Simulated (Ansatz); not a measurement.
Compare A (`COC=N`) with its isomer B (`CNC=O`).

Program: Ansatz. Geometries: PBE0-D4/def2-TZVP. ΔE: electronic, gas phase. CBS: MP2 limit from def2 TZ/QZ plus the TZ coupled-cluster correction, frozen cores. Functionals use def2-TZVPP. B3LYP here is the variant with VWN-RPA as its local correlation; programs differ in this. One conformer a species, not always the lowest.

A:

Z-matrix (Å, degrees):
```
C
O 1 1.422
H 1 1.088 2 105.8
H 1 1.092 2 110.6 3 119.9
H 1 1.092 2 110.6 3 -119.9
C 2 1.331 1 115.7 3 -180.0
N 6 1.261 2 123.4 1 -0.0
H 6 1.093 2 109.6 1 180.0
H 7 1.014 6 110.5 2 180.0
```

B:

```xyz
9

C     0.298    0.607    0.887
N    -0.540   -0.113   -0.037
C    -0.058   -0.725   -1.140
O     1.101   -0.745   -1.483
H    -0.004    1.655    0.963
H     0.271    0.158    1.883
H     1.318    0.562    0.509
H    -1.528   -0.174    0.137
H    -0.858   -1.224   -1.720
```

Problem. Which is lower in electronic energy at CCSD(T)/CBS, and by how much? (Best estimate.)

Solution. Ansatz gave: B, by 65.4 kJ/mol.

Problem. Give E(B) − E(A) in kJ/mol with CCSD(T)/def2-TZVPP, BLYP-D4, B3LYP, B3LYP-D4, LDA (SPW92), PBE0-D4, MP2/def2-TZVPP. (Best estimate.)

Solution. The calculation gave: CCSD(T)/def2-TZVPP -63.9, BLYP-D4 -71.6, B3LYP -72.0, B3LYP-D4 -71.8, LDA (SPW92) -77.7, PBE0-D4 -75.5, MP2/def2-TZVPP -70.2. None reverses the order clearly.

Problem. Does the order hold for the free energy at 298.15 K (harmonic terms from PBE0-D4)? (Estimate.)

Solution. Computed: Yes: G(B) − G(A) = -68.3 kJ/mol, for one conformer each.

Largest T1 diagnostic: 0.015.

Leaving LDA and LC-ωPBE aside and taking each functional with its dispersion term where it has one, the values, not all of them listed here, spread over 8.0 kJ/mol, from PBE-D4 to ωB97M-V. At CCSD(T), def2-SVP lies −9.2 kJ/mol from the extrapolated value and def2-TZVPP +1.5 kJ/mol.
